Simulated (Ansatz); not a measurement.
```yaml
crystal:
  periodic: [false, false, false]
  atoms:
    - {symbol: Ge, position_ang: [0.000000, 0.000000, -1.792050]}
    - {symbol: C, position_ang: [0.000000, 0.000000, 0.000000]}
    - {symbol: Ge, position_ang: [0.000000, 0.000000, 1.792050]}
basis:
  gaussian: {orbitals: def2-TZVP}
hamiltonian: {xc: pbe0}
relax: {f_tol: 0.004, max_steps: 80}
```

```sh
$ ansatz run in.yaml --threads 1 --pin off --events-out ev --progress --plain --max-ram 2176MiB
```

Steps of the relaxation (energy above the last step; positions in Å, forces in eV/Å):

```
3
step 1, 18.4 meV
Ge    0.000    0.000   -1.792    0.000    0.000    0.735
C     0.000    0.000    0.000    0.000    0.000    0.000
Ge    0.000    0.000    1.792    0.000    0.000   -0.735
```

```
3
step 2, 2.1 meV
Ge    0.000    0.000   -1.776    0.000    0.000    0.256
C     0.000    0.000    0.000    0.000    0.000    0.000
Ge    0.000    0.000    1.776    0.000    0.000   -0.256
```

```
3
step 3, 0.0 meV
Ge    0.000    0.000   -1.767    0.000    0.000   -0.008
C     0.000    0.000    0.000    0.000    0.000    0.000
Ge    0.000    0.000    1.767    0.000    0.000    0.008
```

```
3
step 5, 0.0 meV
Ge    0.000    0.000   -1.767    0.000    0.000    0.000
C     0.000    0.000    0.000    0.000    0.000    0.000
Ge    0.000    0.000    1.767    0.000    0.000    0.000
```

Close pairs at the end: Ge1–C2 1.767 Å, C2–Ge3 1.767 Å.

A stationary point of restricted PBE0 after 5 steps (its stability towards spin polarisation wasn't tested); no frequencies were run, so it isn't proven a minimum. 14 s on 1 thread of Intel Xeon 6975P-C, shared host.
